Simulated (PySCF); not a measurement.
# C2H4F2 (1,1-difluoroethane): the cost of one run

Computed with PySCF 2.14.0, with density-fitted response routines of our own, on a single molecule in the gas phase. Atoms are numbered from 0 throughout.

## 1. Starting geometry

8 atoms, charge 0, multiplicity 1; geometry from: PBE0-D3(BJ)/def2-SVP.

Bonds of the start (Å): C0–C1 1.50, C1–F2 1.35, C1–F3 1.35, C0–H4 1.10, C0–H5 1.10, C0–H6 1.10, C1–H7 1.11.

## 2. TDDFT and polarisability: wB97X-D/def2-SVPD

The job: settings as JSON, then the geometry in Å.

```
{"job": {"kind": "uv", "xc": "wB97X-D", "basis": "def2-SVPD", "ip": true}, "charge": 0, "multiplicity": 1}
C     -0.678073    -0.125410    -0.364699
C      0.607089     0.081699     0.381244
F      1.615909    -0.578550    -0.235089
F      0.932576     1.395974     0.399670
H     -0.562376     0.245399    -1.393090
H     -0.930766    -1.194144    -0.394760
H     -1.494934     0.422042     0.124929
H      0.565267    -0.269638     1.428400
```

With the program's defaults for keys left out, this is: TDDFT wB97X-D/def2-SVPD, vertical, gas phase, core orbitals frozen in the response.

Started as:

```
> OMP_NUM_THREADS=1 python probes_run.py task.json out
```

One launch serves the whole session: the jobs run in the order shown.

**Question.** How long does this first job take on 1 thread of Arm Neoverse V1, shared host, and how much memory does it need?

About 15 s, with a peak of 0.53 GiB.
